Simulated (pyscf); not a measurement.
**Routes from H₃C–CH₂–O–B(OH)–OH**

Candidate steps break at most two bonds and form at most two. Each was searched with GFN2-xTB (tblite) first. Structures and frequencies: ωB97X-D3(BJ)/def2-SVP in PySCF. Energies: ωB97M-D3(BJ)/def2-TZVP, kcal/mol, from the reactant's lowest minimum found, singlet surface; ΔG‡ with ideal gas, 1 atm, RRHO with modes under 100 cm⁻¹ raised to 100, one conformer, R ln 2 for chiral ones without a mode under 150 cm⁻¹.

```tsv
products	type	ΔE‡	ΔE	ΔG‡ 298 K	ΔG‡ 900 K	ν‡ (cm⁻¹)
HO–B(OH)–OH + H₂C=CH₂	elimination	72.1	+16.8	66.3	65.0	1988i
H₃C–B(OH)–OH + H₂C=O	elimination	84.4	+45.9	81.0	80.9	568i
```

Row 1: On the reactant side the descent ends in a point that may be a rotor saddle (no frequency run), 3.9 kcal/mol over the lowest minimum found and 71.2 kcal/mol under the saddle at ωB97X-D3(BJ)/def2-TZVP. On the product side the descent ends in a complex (not fully relaxed), 4.4 kcal/mol under the separated species and 59.7 kcal/mol under the saddle at ωB97X-D3(BJ)/def2-TZVP. 

Plain bond fissions and candidates not yet searched are not listed, and one of them may be faster. Each barrier is that of the saddle found; lower ones may exist.
